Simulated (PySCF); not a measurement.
**Cost of excited-state runs on SMILES C[C@@H]1C[C@@H]1CF, C₅H₉F**

Geometry (Å), atoms numbered from 1 in this order:
```xyz
15

C     1.5521   -0.7534   -0.1445
C     0.7938    0.5505   -0.1456
C     0.0873    1.0285    1.0826
C    -0.7116    0.6143   -0.1259
C    -1.5676   -0.6201   -0.0466
F    -2.5803   -0.4451    0.8766
H     1.1571   -1.4452    0.5942
H     1.5080   -1.2267   -1.1243
H     2.5971   -0.5679    0.0975
H     1.2704    1.3109   -0.7546
H     0.0639    0.3695    1.9376
H     0.1220    2.0747    1.3439
H    -1.1710    1.4133   -0.6957
H    -2.0570   -0.8374   -1.0020
H    -1.0056   -1.4952    0.2901
```

PySCF with density fitting, on 1 thread of an Arm Neoverse V2, shared host. Command: `OMP_NUM_THREADS=1 python excited_run.py task.json out`

Task: How long does each of these runs take, and how much memory?
- magnetisability and related constants, B3LYP/pcSseg-1; usual settings
- magnetisability and related constants, B3LYP/pcSseg-1; usual settings

Result: 
| run | level | basis functions | wall time | peak memory (GiB) |
| --- | --- | --- | --- | --- |
| magnetisability and related constants | B3LYP/pcSseg-1 | 147 | 13 s | 0.75 |
| magnetisability and related constants | B3LYP/pcSseg-1 | 147 | 22 s | 0.74 |

Times from a shared host are rough.
